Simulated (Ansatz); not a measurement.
**Sodium, bcc: convergence with Methfessel-Paxton smearing**

Computed with Ansatz, LDA, scalar-relativistic PAW, on the relaxed cell (a = 4.057 Å; spin not included). Errors count from a run at 420 eV on a Γ-centred 18×18×18 mesh with Fermi-Dirac smearing of 0.1 eV, extrapolated to zero width. Fixed here: cutoff 420 eV, mesh 11×11×11. The SCF starts from atomic densities corrected by a trained network.

```csv
width (eV),E(σ→0) error (meV/atom),F error (meV/atom),P (GPa),SCF iterations
0.01,-2.2,-2.2,-0.04,4
0.03,-2.3,-2.3,-0.04,4
0.1,-2.6,-2.7,-0.04,4
0.2,-2.8,-2.5,-0.05,4
0.3,-2.4,-1.9,-0.05,5
0.6,-0.5,0.1,-0.04,5
1.0,0.8,-0.1,-0.03,5
```
